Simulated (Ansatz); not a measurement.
**Stretch profile**

SiHCl2 (SMILES Cl[SiH]Cl), doublet, at its PBE0-D4/def2-TZVP minimum:

```
4
angstrom
Cl -1.6466 0.1778 0.8894
Si 0.1876 -0.4142 0.2000
Cl 0.2509 -0.2813 -1.8417
H 1.2082 0.5177 0.7524
```

The bond length Cl1–Si2 (2.047 Å at the minimum) is set to the values below, with the rest relaxed at PBE0-D4/def2-TZVP at each step. Each method's energies count from its own value at the PBE0-D4 minimum structure. 1 of 9 computed points, where the reference changed state or T1 grew large, are left out. Computed with Ansatz 0.2.0 (basis: def2-TZVPP); correlated methods freeze the cores; orbitals are unrestricted.

CCSD(T) energies along the scan:
| bond length (Å) | CCSD(T) (eV) |
| --- | --- |
| 1.801 | 0.849 |
| 1.873 | 0.381 |
| 1.977 | 0.056 |
| 2.099 | 0.019 |
| 2.234 | 0.229 |
| 2.379 | 0.604 |
| 2.534 | 1.076 |
| 2.696 | 1.581 |
They count from the CCSD(T) energy at the PBE0-D4 minimum.

Minimum and curvature along this coordinate at CCSD(T): A fifth-order fit through the nearest points gives 2.051 Å, with a curvature of about 18 eV/Å².

Largest difference from the CCSD(T) curve over the scan: PBE-D4 0.231; r2SCAN-D4 0.087; PBE0-D4 0.047; wB97M-V 0.028 eV. Each curve counts from its own value at the minimum.

No T1 diagnostic of these runs exceeds 0.019. ⟨S²⟩ of the unrestricted Hartree–Fock references: 0.75 to 0.78 (a pure state has 0.75).

For scale, one of the runs: CCSD(T)/def2-TZVPP, 140 basis functions (an equivalent command: `ansatz run in.yaml --threads 2`). Time: 35 s of wall clock on 2 CPU threads; the host was shared. Peak host memory: 1.6 GiB.
